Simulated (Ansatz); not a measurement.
Input file:

```yaml
crystal:
  periodic: [false, false, false]
  atoms:
    - {symbol: N, position_ang: [-0.501721, 0.000000, 0.441093]}
    - {symbol: Li, position_ang: [0.979751, 0.000000, -1.061211]}
    - {symbol: H, position_ang: [0.225218, 0.000000, 1.178253]}
basis:
  gaussian: {orbitals: 6-31G}
magnetization: {spin_polarized: false, initial_magnetization: 3}
correlation: {method: ccsdtq, electrons: outside_noble_gas}
```

```sh
$ ansatz run in.yaml --threads 1 --pin off --events-out ev --progress --plain --max-ram 2393MiB
```

The program prints:

```
446 factors; integrals over basis functions are off by at most 2.2e-7 eV
mean field evaluation 1: about -1696.3317 eV, gradient 9.1e0 eV
mean field evaluation 2: about -1696.3409 eV, gradient 9.1e0 eV
mean field evaluation 4: about -1696.8812 eV, gradient 9.7e-1 eV
mean field evaluation 8: about -1696.8960 eV, gradient 2.7e-3 eV
mean field evaluation 16: about -1696.8695 eV, gradient 9.6e-1 eV
mean field evaluation 32: about -1695.2092 eV, gradient 1.5e-2 eV
mean field evaluation 64: about -1694.2012 eV, gradient 2.6e-2 eV
mean field -1696.89601855 eV, -62.3597784842 hartree, gradient 4.7e-6 eV, S^2 3.750000; 3 other end points of the search recorded, 0 dependent functions left out
mean field evaluation 96: about -1697.0208 eV, gradient 2.0e-4 eV
determinant -1696.89601855 eV, -62.3597784842 hartree, with singles and doubles -1698.97250109 eV, -62.4360878102 hartree
determinant -1695.20920694 eV, -62.2977893010 hartree, with singles and doubles -1697.29442033 eV, -62.3744194795 hartree
determinant -1695.14791985 eV, -62.2955370421 hartree, with singles and doubles -1697.21828048 eV, -62.3716213919 hartree
determinant -1694.20117956 eV, -62.2607449780 hartree, with singles and doubles -1696.35862740 eV, -62.3400297237 hartree
2 core orbitals not correlated: weight in the atoms' cores, before any rotation towards them, 1.000 or more for the frozen orbitals, at most 0.000 for the correlated occupied ones
reference -1696.89601855 eV, -62.3597784842 hartree; 5, 2 occupied and 13, 16 virtual orbitals, 446 factors
second order -1.61196056 eV of doubles, -0.06519323 eV of singles
cycle   1  -1.94623768 eV  change   -2.7e-1 eV  update   4.1e-2
cycle   2  -2.07746810 eV  change   -1.3e-1 eV  update   1.8e-2
cycle   3  -2.09867412 eV  change   -2.1e-2 eV  update   8.4e-3
cycle   4  -2.10170804 eV  change   -3.0e-3 eV  update   4.7e-3
cycle   5  -2.10226492 eV  change   -5.6e-4 eV  update   2.0e-3
cycle   6  -2.10281062 eV  change   -5.5e-4 eV  update   1.1e-3
cycle   7  -2.10301072 eV  change   -2.0e-4 eV  update   5.7e-4
cycle   8  -2.10301202 eV  change   -1.3e-6 eV  update   3.5e-4
cycle   9  -2.10300198 eV  change    1.0e-5 eV  update   2.0e-4
cycle  10  -2.10301053 eV  change   -8.5e-6 eV  update   1.2e-4
cycle  11  -2.10301328 eV  change   -2.8e-6 eV  update   6.8e-5
cycle  12  -2.10301645 eV  change   -3.2e-6 eV  update   4.2e-5
cycle  13  -2.10301516 eV  change    1.3e-6 eV  update   2.7e-5
cycle  14  -2.10301284 eV  change    2.3e-6 eV  update   1.6e-5
cycle  15  -2.10301199 eV  change    8.5e-7 eV  update   6.7e-6
cycle  16  -2.10301173 eV  change    2.6e-7 eV  update   3.5e-6
cycle  17  -2.10301178 eV  change   -4.9e-8 eV  update   2.0e-6
cycle  18  -2.10301187 eV  change   -8.7e-8 eV  update   1.3e-6
cycle  19  -2.10301195 eV  change   -7.8e-8 eV  update   9.0e-7
cycle  20  -2.10301201 eV  change   -5.8e-8 eV  update   5.5e-7
Total energy: -1698.99903055 eV, -62.4370627499 hartree
```

For the same geometry and basis full CI lies 0.1 meV higher.

Ran on 1 thread of AMD EPYC 9B45, shared host: 8 s wall, 0.17 GiB peak host memory.
